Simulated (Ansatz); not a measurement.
Two isomers of C4H6: A = `CC1C=C1`, B = `CC#CC`.

Calculated with Ansatz (gas phase, PBE0-D4/def2-TZVP geometries, no zero-point term in ΔE). CBS: MP2 limit from def2 TZ/QZ plus the TZ coupled-cluster correction, frozen cores. DFT in def2-TZVPP. B3LYP here is the variant with VWN-RPA as its local correlation; programs differ in this.

Task: Which isomer does CCSD(T)/CBS put lower? Give the gap. (An estimate is asked.)

Result: Computed: B, by 107.3 kJ/mol.

Task: Give E(B) − E(A) in kJ/mol with MP2/def2-TZVPP, LDA (SPW92), CCSD/def2-TZVPP, HF/def2-TZVPP, B3LYP, CCSD(T)/def2-TZVPP, CCSD(T)/def2-SVP. (Estimate.)

Result: The calculation gave: MP2/def2-TZVPP -109.6, LDA (SPW92) -88.0, CCSD/def2-TZVPP -110.1, HF/def2-TZVPP -129.1, B3LYP -117.3, CCSD(T)/def2-TZVPP -107.9, CCSD(T)/def2-SVP -100.0. None reverses the order clearly.

Task: Does the order hold for the free energy at 298.15 K (harmonic terms from PBE0-D4)? (Best estimate.)

Result: The calculation gave: Yes: G(B) − G(A) = -108.8 kJ/mol. Modes under 60 cm⁻¹, often nearly free rotors, make the harmonic entropy too high.

Largest T1 diagnostic: 0.011.

From BLYP to BHLYP (50 % exact exchange), in def2-TZVPP and without D4, E(B) − E(A) moves by +3.5 kJ/mol. At CCSD(T), def2-SVP lies +7.3 kJ/mol from the extrapolated value and def2-TZVPP −0.6 kJ/mol.
